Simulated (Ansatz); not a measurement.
B₂H, doublet: reading a ladder of total energies

Geometry: a point of a breathe scan, not a stationary point.

```xyz
3

B     0.0000    0.0000    0.1698
B     0.0000    0.0000   -2.0762
H     0.0000    0.0000    1.9065
```

Basis 6-31G; Ansatz 0.2.0. Correlated methods freeze the noble-gas cores, which leaves 7 electrons in 18 orbitals. Prefix R: restricted or restricted open-shell reference.

Full CI is exact within this basis and frozen core; it isn't the basis-set limit.

Runs differ by some tens of microhartree through their thresholds and, for an open shell, their frozen cores, so steps under 0.03 kcal/mol mean nothing.

| level | total energy (hartree) |
| --- | --- |
| RHF | -49.597952 |
| RMP2 | -49.685517 |
| RCCSD | -49.731478 |
| RCCSD(T) | -49.737491 |
| RCCSDT | -49.740722 |
| RCCSDT(Q) | -49.741174 |
| RCCSDTQ | -49.741289 |
| full CI | -49.741310 |

Problem. What is the correlation energy at full CI, and what share of it do RMP2 and RCCSD recover?

Solution. E(corr) = -49.741310 − (-49.597952) = -0.143358 hartree = -3.901 eV. RMP2: -0.087565 / -0.143358 = 61.08 %. RCCSD: -0.133526 / -0.143358 = 93.14 %.

Problem. By how many kcal/mol does RCCSD(T) miss full CI (1 hartree = 627.509 kcal/mol), and which steps make up the rest?

Solution. -49.737491 − (-49.741310) = 0.003819 hartree = 2.40 kcal/mol. Steps: RCCSDT − RCCSD(T) = -2.03, RCCSDT(Q) − RCCSDT = -0.28, RCCSDTQ − RCCSDT(Q) = -0.07, full CI − RCCSDTQ = -0.01 kcal/mol. Differences between like states or geometries often cancel part of this.
